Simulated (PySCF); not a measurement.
## Converging MgH in the basis (MP2)

PySCF, UHF reference; doublet, unpaired electrons σ ↑; De to Mg + H without counterpoise correction. Frozen cores follow the default of each basis and core potential.

| basis | relativity | functions | Re (Å) | ωe (cm⁻¹) | De (eV) | frozen orbitals |
| --- | --- | --- | --- | --- | --- | --- |
| 6-31G(d,p) | no relativity | 23 | 1.735 | 1551 | 1.21 | 1 |
| pcseg-2 | no relativity | 33 | 1.728 | 1562 | 1.36 | 1 |
| cc-pVTZ | no relativity | 48 | 1.723 | 1601 | 1.36 | 1 |

(1) How does each smaller set differ from the one with most functions, cc-pVTZ?

Measured (Huber and Herzberg, Constants of Diatomic Molecules (1979)): Re = 1.7297 Å, ωe = 1495.2 cm⁻¹. Correlated steps freeze 1 core orbital. Correlated levels converge slowly with the basis: in double zeta they bind strong bonds too weakly, by up to about 1 eV, and carry superposition errors of some tenths. The state was picked by a PBE0 search and need not be the measured ground state.

Results:

(1) 6-31G(d,p): +1.2 pm, -3.1 % in ωe, -0.15 eV in De; pcseg-2: +0.5 pm, -2.4 % in ωe, +0.00 eV in De. All at MP2; the set with most functions is neither the basis-set limit nor always the best.
